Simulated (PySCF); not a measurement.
Molecule: `InChI=1S/C2H6O3S/c1-5-6(2,3)4/h1-2H3`.

Atoms are numbered as in `[CH3:1][O:2][S:3]([CH3:4])(=[O:5])=[O:6]`. Hydrogens are named by the atom that carries them.

Geometry PBE0-D3(BJ)/def2-SVP throughout; GIAO in PySCF 2.14, gas phase, one conformer, non-relativistic; equivalent atoms averaged; basis pcSseg-1.

For orientation, HF gives these absolute shieldings σ: C1 145.0, C4 152.4, O5/O6 145.1, O2 192.5, S3 187.0, H(C1) 27.92, H(C4) 29.00 ppm.

A run gave: C1 120.4, C4 128.8, O5/O6 83.7, O2 131.6, S3 133.1, H(C1) 27.84, H(C4) 28.81 ppm (absolute shieldings σ).

Which functional was used in that run?
A. KT2
B. LC-wPBE
C. WP04
D. B97-D

Results:

C. S3 tells them apart best: WP04 gives 133.1, B97-D gives 165.3, LC-wPBE gives 163.8, KT2 gives 197.0 ppm.
